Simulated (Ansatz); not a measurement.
Molecule: C$_{3}$H$_{5}$, charge -1, multiplicity 1. It need not be the lowest isomer of its formula. Whether it binds its extra electron was not tested at this geometry. 
Coordinates optimised at B3LYP-D3(BJ)/def2-TZVP (Ansatz, a program for electronic structure):
```
C
C 1 1.3896
H 2 1.0838 1 120.97
H 2 1.0870 3 117.12 1 -180.00
C 1 1.3896 2 132.66 3 -180.00
H 5 1.0838 1 120.97 2 -180.00
H 5 1.0870 6 117.12 1 -180.00
H 1 1.0970 2 113.67 3 0.00
```
Charge -1, spin multiplicity 1.

Basis-set convergence of Hartree-Fock and CCSD correlation energies (hartree) with Ansatz. Valence correlation only, unless marked. Spin-orbit coupling is left out. No relativistic terms.

```csv
basis,functions,E(HF),"E(corr, CCSD)"
aug-cc-pVDZ,114,-116.43899,-0.48332
aug-cc-pVTZ,253,?,?
```

Task: Some entries are withheld; supply them.

Result: 
- aug-cc-pVTZ, E(HF): -116.46801
- aug-cc-pVTZ, E(corr, CCSD): -0.55829
